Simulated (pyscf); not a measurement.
**Four-centre exchange: H₂C=C=CH₂ + HF -> H₂C=C=CH–F + H₂**

Gas phase, singlet surface, charge 0. Bonds broken: C1–H4, F8–H9. Bonds formed: C1–F8, H4–H9. PySCF, gas phase, ωB97X-D3(BJ)/def2-SVP geometries.

Transition state (Å):

```xyz
9

C      0.0884     0.8661     0.1048
C     -0.3052    -0.3291     0.4444
C     -0.7399    -1.5358     0.7278
H     -0.9849     1.8922    -0.0881
H      0.8137     1.1274    -0.6649
H     -0.2408    -2.1614     1.4791
H     -1.6136    -1.9674     0.2217
F      0.4418     1.9807     1.3795
H     -0.5565     2.2697     0.6446
```

One imaginary mode, 2012i cm⁻¹; descent along it reached the two sides named, in the forms told below.

```tsv
bond	change	reactant side (Å)	saddle	product side
C1–H4	breaks	1.096	1.497	3.8
F8–H9	breaks	0.930	1.273	2.433
C1–F8	forms	3.2	1.730	1.346
H4–H9	forms	2.8	0.929	0.760
```

Electronic energies relative to the separated reactants (kJ/mol):

| level | barrier | reaction energy | reverse barrier |
|---|---|---|---|
| ωB97X-D3(BJ)/def2-TZVP | 431.9 | +107.2 | 324.8 |
| PBE/def2-TZVP | 364.7 | +99.1 | 265.6 |
| r²SCAN/def2-TZVP | 391.9 | +102.4 | 289.5 |
| B3LYP-D3(BJ)/def2-TZVP | 408.4 | +104.2 | 304.3 |
| PBE0-D3(BJ)/def2-TZVP | 409.8 | +109.5 | 300.3 |
| M06-2X/def2-TZVP | 441.6 | +107.3 | 334.3 |
| ωB97M-D3(BJ)/def2-TZVP | 427.5 | +111.2 | 316.3 |
| HF/def2-TZVP | 552.0 | +120.9 | 431.1 |

With ωB97M-D3(BJ)/def2-TZVP energies and thermal terms (ideal gas, 1 atm, RRHO with modes under 100 cm⁻¹ raised to 100, one conformer, R ln 2 for chiral ones without a mode under 150 cm⁻¹), in kJ/mol:

```
T (K)    ΔH‡    ΔG‡      ΔH      ΔG
-----  -----  -----  ------  ------
298    412.4  447.6   +97.2   +99.7
600    412.0  483.7   +99.3  +101.5
900    414.1  519.2  +101.4  +102.1
1200   417.0  553.8  +103.1  +102.0
```

On the reactant side the descent ends in a complex, 21.2 kJ/mol under the separated species and 453.2 kJ/mol under the saddle at ωB97X-D3(BJ)/def2-TZVP. The same reactants have a lower exit, to HC≡C–CH₃ + HF (barrier +191.1 kJ/mol at ωB97M-D3(BJ)/def2-TZVP, against +427.5 kJ/mol here). One saddle was located; it need not be the lowest between these sides.
